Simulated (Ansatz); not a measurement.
## Basis-set limit of H₂F, doublet

```xyz
3

H     0.0000    0.0000   -1.1240
H     0.0000    0.0000    0.1120
F     0.0000    0.0000    1.0120
```

Ansatz 0.2.0, UHF determinant, valence electrons correlated. Energies in eV.

```tsv
set	X	functions	Hartree–Fock	MP2 correlation	CCSD(T) correlation	time
def2-TZVPP	3	59	-2736.1152	-7.4529	-7.7160	3.9 s on 1 × NVIDIA H100 80GB HBM3 with 1 thread of AMD EPYC 7R13 Processor (Zen 3), with other jobs on the host
def2-QZVPP	4	117	-2736.2538	-8.1741	-8.4167	4.9 s on 1 × NVIDIA H100 80GB HBM3 with 1 thread of AMD EPYC 7R13 Processor (Zen 3), with other jobs on the host
```

Hartree–Fock is taken to follow E(X) = E∞ + A·exp(−7.88·√X), correlation E(X) = E∞ + B·X^−2.97.

Work out the CCSD(T) energy at the limit, and how far the shortcut misses it that extrapolates MP2 and adds CCSD(T) minus MP2 from the smaller set.

Hartree–Fock: E∞ = E4 + 0.1377·(E4 − E3) = -2736.2729. Correlation: E∞ = E4 + 0.7407·(E4 − E3) = -8.9356 for CCSD(T) and -8.7083 for MP2. The limit is -2745.2085 eV, 0.538 eV below def2-QZVPP. The shortcut gives a correlation energy of -8.7083 + (-0.2631) = -8.9714, 36 meV lower than the direct value.
